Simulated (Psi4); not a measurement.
# H2O (water) at MP2/aug-cc-pVTZ

What is the vertical electron affinity of H2O (water) at MP2/aug-cc-pVTZ? 

The results are computed with Psi4 1.11.

3 further runs of the same task are left out: 3 set aside as unsound or not needed.

## (1) The structure to begin with

H2O: 3 atoms, total charge 0, spin state singlet. SMILES: `O`. The shape is that of a PBE0-D4/def2-TZVP optimisation.

Bond lengths: O1–H2 0.960 Å, O1–H3 0.960 Å. Angles: H2–O1–H3 105.1°.

## (2) The energy at MP2/aug-cc-pVTZ

Contents of input.in:

```
memory 1600 mb

molecule molecule1 {
  O     -0.302700     0.200200    -0.140600
  H      0.466500     0.548400     0.315300
  H     -0.163800    -0.748600    -0.174700
  symmetry c1
  no_reorient
  no_com
}

set puream true
set e_convergence 1e-09
set d_convergence 1e-08
set scf_type pk
set num_frozen_docc 1
set mp2_type conv

e = energy("mp2/aug-cc-pVTZ")
```

On the command line:

```sh
$ psi4 -i input.in -o input.out -n 1
```

input.out:

```text
[...]
  Running in c1 symmetry.
[...]
  Nuclear repulsion =    9.171300754468179
[...]
  Multiplicity = 1
[...]
  Nalpha       = 5
  Nbeta        = 5
[...]
    Number of basis functions: 92
[...]
   @RHF iter   1:   -75.97619881345182   -5.01333e-01   5.09196e-03 DIIS/ADIIS
[...]
   @RHF iter  10:   -76.06047549396517   -4.06430e-12   3.03671e-09 DIIS
[...]
    Orbital Energies [Eh]
    ---------------------
    Doubly Occupied:
       1A    -20.567363     2A     -1.352030     3A     -0.717618
       4A     -0.583457     5A     -0.510014
[...]
  @RHF Final Energy:   -76.06047549396517
   => Energetics <=
    Nuclear Repulsion Energy =              9.1713007544681791
    One-Electron Energy =                -123.0025881517283892
    Two-Electron Energy =                  37.7708119032950407
    Total Energy =                        -76.0604754939651713
[...]
 Multipole Moments:
 ------------------------------------------------------------------------------------
     Multipole            Electronic (a.u.)      Nuclear  (a.u.)        Total (a.u.)
 ------------------------------------------------------------------------------------
 L = 1.  Multiply by 2.5417464519 to convert [e a0] to [Debye]
 Dipole X            :          4.6086452           -4.0041407            0.6045046
 Dipole Y            :         -3.0480779            2.6482622           -0.3998157
 Dipole Z            :          2.1406516           -1.8598685            0.2807832
 Magnitude           :                                                    0.7772500
[...]
	SCS-MP2 Total Energy (a.u.)        :   -76.32618815104874
	SOS-MP2 Total Energy (a.u.)        :   -76.30446556279347
	SCSN-MP2 Total Energy (a.u.)       :   -76.17517075995299
[...]
	SOS-PI-MP2 Total Energy (a.u.)     :   -76.34513057426484
[...]
	MP2 Total Energy (a.u.)            :   -76.32896831608790
[...]
```

Run time: 5.7 s. Hardware: 1 thread of Intel Xeon Platinum 8259CL at 2.50GHz (Skylake/Cascade Lake), shared host; peak memory 0.48 GiB.

## (3) The doublet anion

Contents of h2o.inp:

```
memory 1.6 GB

molecule {
  -1 2
  O     -0.302700     0.200200    -0.140600
  H      0.466500     0.548400     0.315300
  H     -0.163800    -0.748600    -0.174700
  symmetry c1
  no_reorient
  no_com
}

set reference uhf
set puream true
set e_convergence 1e-09
set d_convergence 1e-08
set scf_type pk
set num_frozen_docc 1
set mp2_type conv
set maxiter 100

energy_value, wavefunction = energy('mp2/aug-cc-pVTZ', return_wfn=True)
print_variables()
```

On the command line:

```sh
$ psi4 -n 1 h2o.inp h2o.out
```

h2o.out:

```text
[...]
  Running in c1 symmetry.
[...]
  Nuclear repulsion =    9.171300754468179
[...]
  Multiplicity = 2
[...]
  Nalpha       = 6
  Nbeta        = 5
[...]
    Number of basis functions: 92
[...]
   @UHF iter   1:   -75.88961341523188   -4.14748e-01   5.76385e-03 ADIIS/DIIS
[...]
   @UHF iter  12:   -76.03144369810229   -5.86908e-12   6.54246e-09 DIIS
[...]
   @S^2 Observed:                7.502861871E-01
[...]
    Orbital Energies [Eh]
    ---------------------
    Alpha Occupied:
       1A    -20.399350     2A     -1.186462     3A     -0.549211
       4A     -0.418350     5A     -0.342092     6A      0.028578
    Alpha Virtual:
       7A      0.142045     8A      0.253648     9A      0.279015
      10A      0.300608    11A      0.307075    12A      0.369581
      13A      0.388240    14A      0.409373    15A      0.447878
      16A      0.455150    17A      0.510792    18A      0.585901
      19A      0.616799    20A      0.754348    21A      0.818983
      22A      0.865719    23A      0.879965    24A      0.888755
      25A      0.989810    26A      1.007959    27A      1.045104
[...]
  @UHF Final Energy:   -76.03144369810229
   => Energetics <=
    Nuclear Repulsion Energy =              9.1713007544681791
    One-Electron Energy =                -124.6472556095591813
    Two-Electron Energy =                  39.4445111569886961
    Total Energy =                        -76.0314436981023078
  UHF NO Occupations:
  HONO-2 :    4  A 1.9999523
  HONO-1 :    5  A 1.9999517
[...]
 Multipole Moments:
 ------------------------------------------------------------------------------------
     Multipole            Electronic (a.u.)      Nuclear  (a.u.)        Total (a.u.)
 ------------------------------------------------------------------------------------
 L = 1.  Multiply by 2.5417464519 to convert [e a0] to [Debye]
 Dipole X            :          3.8785174           -4.0041407           -0.1256233
 Dipole Y            :         -2.5654026            2.6482622            0.0828596
 Dipole Z            :          1.8014922           -1.8598685           -0.0583762
 Magnitude           :                                                    0.1614147
[...]
	SCS-MP2 Total Energy (a.u.)        :   -76.30133325353489
	SOS-MP2 Total Energy (a.u.)        :   -76.27870732231027
	SCSN-MP2 Total Energy (a.u.)       :   -76.15090861496826
[...]
	SOS-PI-MP2 Total Energy (a.u.)     :   -76.31991792634493
[...]
	MP2 Total Energy (a.u.)            :   -76.30537451194944
[...]
```

Run time: 7.2 s. Hardware: 1 thread of Intel Xeon Platinum 8259CL at 2.50GHz (Skylake/Cascade Lake), shared host; peak memory 0.49 GiB.

## (4) What came out

Level: MP2/aug-cc-pVTZ, 1 core orbital frozen.

| quantity | value |
| --- | --- |
| singlet H2O: total energy | -76.32897 Eh |
| singlet H2O: HOMO energy (Hartree–Fock orbitals) | -13.88 eV |
| singlet H2O: LUMO energy (Hartree–Fock orbitals) | 0.80 eV |
| singlet H2O: HOMO–LUMO gap (Hartree–Fock orbitals) | 14.68 eV |
| singlet H2O: correlation energy (1 core orbital frozen) | -268.5 mEh |
| doublet anion: total energy | -76.30537 Eh |
| doublet anion: HOMO energy (Hartree–Fock orbitals) (highest over α and β) | 0.78 eV |
| doublet anion: LUMO energy (Hartree–Fock orbitals) (lowest over α and β) | 3.87 eV |
| doublet anion: correlation energy (1 core orbital frozen) | -273.9 mEh |
| doublet anion: ⟨S²⟩ of the reference determinant | 0.750 |
| vertical electron affinity (to the doublet anion) | -0.642 eV |

The anion lies 0.64 eV (14.8 kcal/mol) above the neutral: the electron isn't bound at this level, and such a value depends on the basis. The HOMO (doublet anion) lies at positive energy, 0.78 eV: the electron is unbound at this level or held by a compact basis; values depend on the basis.
